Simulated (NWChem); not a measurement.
**C2H8N2 (1,2-dimethylhydrazine) at RPBE/4-31G**

What is the vertical ionisation energy of C2H8N2 (1,2-dimethylhydrazine) at RPBE/4-31G? 

The calculation is run with NWChem 7.3.0.

3 further runs of the same task are left out: 1 that didn't finish, 2 set aside as unsound or not needed.

## Step 1: The structure to begin with

C2H8N2 has 12 atoms, charge 0, and is taken as a singlet. As SMILES, `CNNC`. Geometry: relaxed at GFN2-xTB. This is one conformer, not always the lowest.

Bond lengths: C1–N2 1.457 Å, N2–N3 1.409 Å, N3–C4 1.456 Å, C1–H5 1.098 Å, C1–H6 1.088 Å, C1–H7 1.091 Å, N2–H8 1.017 Å, N3–H9 1.017 Å, C4–H10 1.099 Å, C4–H11 1.091 Å, C4–H12 1.088 Å. Some angles: C1–N2–N3 116.8°, N2–N3–C4 116.8°, C1–N2–H8 110.1°, N3–N2–H8 107.4°, N2–C1–H5 114.7°, N2–C1–H6 107.6°, N2–C1–H7 108.4°, N2–N3–H9 107.4°, C4–N3–H9 110.1°, N3–C4–H10 114.7°.

## Step 2: The charge distribution at RPBE/4-31G

File c2h8n2.nw:

```
start c2h8n2
memory stack 880 mb heap 220 mb global 1100 mb

geometry units au noautosym nocenter noautoz
  C  -2.09763379  1.88415143 -0.41880110
  N  -1.63296904 -0.13568234  1.39229352
  N   0.90155054 -0.87441407  1.74493531
  C   2.31334603 -1.58651957 -0.50765603
  H  -1.65409617  1.40240355 -2.38848154
  H  -4.08921616  2.38311472 -0.29857673
  H  -0.97568450  3.52450930  0.13144935
  H  -2.62815551 -1.70600695  0.90234422
  H   1.79724293  0.55886760  2.66126351
  H   2.63125466 -0.04070470 -1.85739291
  H   1.29463247 -3.10192874 -1.46485900
  H   4.13970964 -2.30780913  0.10346251
end

basis spherical
  * library 4-31G
end

dft
  xc rpbe cpbe96
  grid coarse
  convergence energy 1e-06
  mulliken
end

property
  efieldgrad
  mulliken
  electrondensity
end

task dft property
```

Started as:

```bash
$ nwchem c2h8n2.nw > c2h8n2.out
```

The program printed:

```text
[...]
          Wavefunction type:  closed shell.
          No. of atoms     :    12
          No. of electrons :    34
[...]
          Charge           :     0
          Spin multiplicity:     1
[...]
          AO basis - number of functions:    52
[...]
              XC Information
              --------------
                          RPBE Exchange Functional  1.000
            Perdew 1991 LDA Correlation Functional  1.000 local
           PerdewBurkeErnz. Correlation Functional  1.000 non-local
[...]
 d= 0,ls=0.0,diis     1   -190.1713021074 -3.27D+02  1.79D-02  3.95D-01     1.0
[...]
 d= 0,ls=0.0,diis     8   -190.2165767240 -6.26D-10  1.22D-06  3.65D-09     5.6
         Total DFT energy =     -190.216576723986
      One electron energy =     -527.363556826913
           Coulomb energy =      227.777978758793
    Exchange-Corr. energy =      -27.699868384266
 Nuclear repulsion energy =      137.068869728400
[...]
      Total Density - Mulliken Population Analysis
     ---------------------------------------------
    Atom       Charge   Shell Charges
 -----------   ------   -------------------------------------------------------
    1 C    6     6.29   2.00  0.58  1.96  0.73  1.03
    2 N    7     7.43   2.00  0.70  2.35  0.95  1.44
    3 N    7     7.43   2.00  0.70  2.35  0.95  1.44
    4 C    6     6.29   2.00  0.58  1.96  0.73  1.03
    5 H    1     0.87   0.55  0.33
    6 H    1     0.84   0.54  0.30
    7 H    1     0.85   0.54  0.31
    8 H    1     0.71   0.54  0.17
    9 H    1     0.71   0.54  0.17
   10 H    1     0.87   0.55  0.33
[...]
```

Run time: 6.3 s. Hardware: 1 thread of Intel Xeon 6975P-C (Granite Rapids), shared host; peak memory 0.12 GiB.

Atomic charges (e):

```
atom  Mulliken  Löwdin
  C1    -0.294  -0.230
  N2    -0.432  -0.240
  N3    -0.432  -0.240
  C4    -0.294  -0.230
  H5    +0.126  +0.070
  H6    +0.160  +0.110
  H7    +0.151  +0.100
  H8    +0.290  +0.190
  H9    +0.290  +0.190
 H10    +0.126  +0.070
 H11    +0.151  +0.100
 H12    +0.159  +0.110
```

## Step 3: The doublet cation

File c2h8n2.nw:

```
echo
start c2h8n2
memory 2200 mb
charge 1

geometry units angstrom noautosym nocenter noautoz
  C       -1.110020       0.997050      -0.221620
  N       -0.864130      -0.071800       0.736770
  N        0.477080      -0.462720       0.923380
  C        1.224170      -0.839550      -0.268640
  H       -0.875310       0.742120      -1.263930
  H       -2.163920       1.261090      -0.158000
  H       -0.516310       1.865090       0.069560
  H       -1.390760      -0.902780       0.477500
  H        0.951060       0.295740       1.408280
  H        1.392400      -0.021540      -0.982890
  H        0.685090      -1.641470      -0.775170
  H        2.190640      -1.221240       0.054750
end

basis spherical
  * library 4-31G
end

dft
  xc rpbe cpbe96
  mult 2
  grid coarse
  convergence energy 1e-06
  maxiter 150
  mulliken
  print low
end

property
  efieldgrad
  mulliken
  electrondensity
end

task dft property
```

Started as:

```bash
$ nwchem c2h8n2.nw > c2h8n2.out
```

The program printed:

```text
[...]
 d= 0,ls=0.0,diis     1   -189.8763047349 -3.27D+02  7.72D-03  1.34D-01     1.3
[...]
 d= 0,ls=0.0,diis    11   -189.9320844891 -5.61D-08  8.45D-07  7.16D-10    12.1
[...]
         Total DFT energy =     -189.932084489064
      One electron energy =     -518.458525272660
           Coulomb energy =      218.790652673174
    Exchange-Corr. energy =      -27.333091545577
 Nuclear repulsion energy =      137.068879656000
[...]
      Total Density - Mulliken Population Analysis
     ---------------------------------------------
    Atom       Charge   Shell Charges
 -----------   ------   -------------------------------------------------------
    1 C    6     6.34   2.00  0.58  1.96  0.77  1.03
    2 N    7     7.28   2.00  0.72  2.32  0.96  1.29
    3 N    7     7.28   2.00  0.72  2.32  0.96  1.29
    4 C    6     6.34   2.00  0.58  1.96  0.77  1.03
    5 H    1     0.76   0.52  0.24
    6 H    1     0.74   0.53  0.21
    7 H    1     0.76   0.53  0.23
    8 H    1     0.61   0.52  0.09
    9 H    1     0.61   0.52  0.09
   10 H    1     0.76   0.52  0.24
[...]
      <S2> =      0.7514 (Exact =     0.7500)
[...]
```

It took 13 s on 1 thread of Intel Xeon 6975P-C (Granite Rapids), shared host; peak memory 0.12 GiB.

Atomic charges (e):

```
atom  Mulliken  Löwdin
  C1    -0.342  -0.210
  N2    -0.284  -0.010
  N3    -0.284  -0.010
  C4    -0.342  -0.210
  H5    +0.241  +0.150
  H6    +0.262  +0.170
  H7    +0.236  +0.150
  H8    +0.388  +0.250
  H9    +0.388  +0.250
 H10    +0.241  +0.150
 H11    +0.236  +0.150
 H12    +0.262  +0.170
```

## Step 4: Results

At RPBE/4-31G:

| quantity | value |
| --- | --- |
| singlet C2H8N2: total energy | -190.21658 Eh |
| singlet C2H8N2: dipole moment | 1.96 D |
| singlet C2H8N2: HOMO energy | -3.98 eV |
| singlet C2H8N2: LUMO energy | 1.67 eV |
| singlet C2H8N2: HOMO–LUMO gap | 5.64 eV |
| doublet cation: total energy | -189.93208 Eh |
| doublet cation: ⟨S²⟩ | 0.751 |
| vertical ionisation energy (to the doublet cation) | 7.741 eV |

What this shows: Removing an electron at fixed nuclei costs 7.74 eV (179 kcal/mol). The negative HOMO energy of the first species, 3.98 eV, lies 3.77 eV below that difference.
